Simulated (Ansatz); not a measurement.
# Al2H2+ (doublet): from Hartree-Fock to the top rungs, def2-QZVPP

An exercise on one series of results from a longer session: the logs are not shown, and one member is left open.

Program: Ansatz 0.2.0, Gaussian basis. Level of theory: def2-QZVPP, core rule «outside noble gas», up to 10 orbitals frozen. These are calculated values, not measurements.

To be run: UHF; ROHF; CCSD(T) on UHF.

2 further runs of the same task are left out: 2 set aside as unsound or not needed.

### What is computed

The geometry is a PBE0/def2-TZVP stationary point (not a proven minimum) of the parent state, kept for this charge and spin.

4 atoms, charge 1, spin multiplicity 2.

Atoms are counted from 1 here; the program's logs count them from 0.

Bond lengths: Al1–Al2 2.300 Å, Al1–H3 1.575 Å, Al2–H4 1.575 Å. Angles: Al2–Al1–H3 180.0°, Al1–Al2–H4 180.0°.

The first run:

in.yaml reads:

```yaml
crystal:
  periodic: [false, false, false]
  atoms:
    - {symbol: Al, position_ang: [0.000000, 0.000000, 1.150006]}
    - {symbol: Al, position_ang: [0.000000, 0.000000, -1.150006]}
    - {symbol: H, position_ang: [0.000000, 0.000000, 2.724549]}
    - {symbol: H, position_ang: [0.000000, 0.000000, -2.724549]}
basis:
  gaussian: {orbitals: "def2-QZVPP.json"}
total_charge: 1
magnetization: {spin_polarized: true, initial_magnetization: 1}
hamiltonian: {xc: hf}
output: {orbitals: {seedname: orbitals}}
```

Launch:

```bash
$ ansatz run in.yaml --threads 1 --pin off --events-out ev --progress --plain --max-ram 2393MiB
```

Among the steps run: UHF; ROHF; CCSD(T) on UHF.

One table of the session follows, with a row left open; its other results are not shown here.

| method | from UCCSD(T) (kcal/mol) |
| --- | --- |
| ROHF | +93.51 |
| UHF | +91.56 |
| UMP2 | +19.95 |
| UCCSD | ? |
| UCCSD(T) | 0 |

Q: Estimate the row for UCCSD from the others.

The run gave: from UCCSD(T) (kcal/mol): +2.51. In the column «from UCCSD(T) (kcal/mol)» it lies between UCCSD(T) (0) and UMP2 (+19.95).
